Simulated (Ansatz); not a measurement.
# C5H7N: the cost of one run

The runs use Ansatz 0.2.0, Gaussian basis; the settings change from run to run.

## Step 1: The geometry

The geometry comes from an earlier relaxation with PBE0-D4 in a triple-zeta def2 set; it is a stationary point, not always the lowest conformer.

SMILES `C=C1C=NC1C`, 13 atoms, charge 0, spin multiplicity 1.

Atoms are counted from 1 here; the program's logs count them from 0.

Bond lengths: C1–C2 1.323 Å, C1–H7 1.084 Å, C1–H8 1.084 Å, C2–C3 1.459 Å, C2–C5 1.526 Å, C3–N4 1.288 Å, C3–H9 1.088 Å, N4–C5 1.502 Å, C5–C6 1.506 Å, C5–H10 1.095 Å, C6–H11 1.092 Å, C6–H12 1.092 Å, C6–H13 1.093 Å. Angles: C2–C1–H7 121.2°, C2–C1–H8 121.4°, H7–C1–H8 117.4°, C1–C2–C3 138.5°, C1–C2–C5 137.6°, C3–C2–C5 83.9°, C2–C3–N4 98.3°, C2–C3–H9 135.1°, N4–C3–H9 126.7°, C3–N4–C5 91.1°, C2–C5–N4 86.8°, C2–C5–C6 118.4°, C2–C5–H10 113.6°, N4–C5–C6 114.3°, N4–C5–H10 110.2°, C6–C5–H10 111.3°, C5–C6–H11 110.2°, C5–C6–H12 110.7° and more.

## Step 2: rPW86-PBE/aug-cc-pVDZ

Options: multiplicity 3, atoms shaken by 0.08 Å, relativity set to scalar.

Input file in.yaml:

```yaml
crystal:
  periodic: [false, false, false]
  atoms:
    - {symbol: C, position_ang: [0.919202, -1.536353, -0.411259]}
    - {symbol: C, position_ang: [0.051872, -0.804291, -0.111737]}
    - {symbol: C, position_ang: [-0.874321, -0.819517, 1.041754]}
    - {symbol: N, position_ang: [-1.338041, 0.186080, 0.875573]}
    - {symbol: C, position_ang: [-0.549344, 0.433825, -0.301556]}
    - {symbol: C, position_ang: [0.221743, 1.574959, -0.138692]}
    - {symbol: H, position_ang: [1.565381, -1.453806, -1.331511]}
    - {symbol: H, position_ang: [1.172126, -2.688796, 0.029972]}
    - {symbol: H, position_ang: [-1.103156, -1.590320, 1.740256]}
    - {symbol: H, position_ang: [-1.185119, 0.531375, -1.222883]}
    - {symbol: H, position_ang: [-0.399146, 2.654047, -0.034265]}
    - {symbol: H, position_ang: [0.950905, 1.527943, 0.831641]}
    - {symbol: H, position_ang: [0.983551, 1.755161, -0.880790]}
basis:
  gaussian: {orbitals: aug-cc-pVDZ}
magnetization: {spin_polarized: true, initial_magnetization: 2}
hamiltonian: {xc: {name: rPW86-PBE}, pseudopotentials: {relativity: scalar}}
output: {forces: true}
```

Command:

```bash
> ansatz run in.yaml --threads 4 --pin off --events-out ev --progress --plain --max-ram 10444MiB
```

Q: Estimate wall time and peak memory on 4 threads of Arm Neoverse V1, shared host.

About 25 s, with a peak of 0.62 GiB.
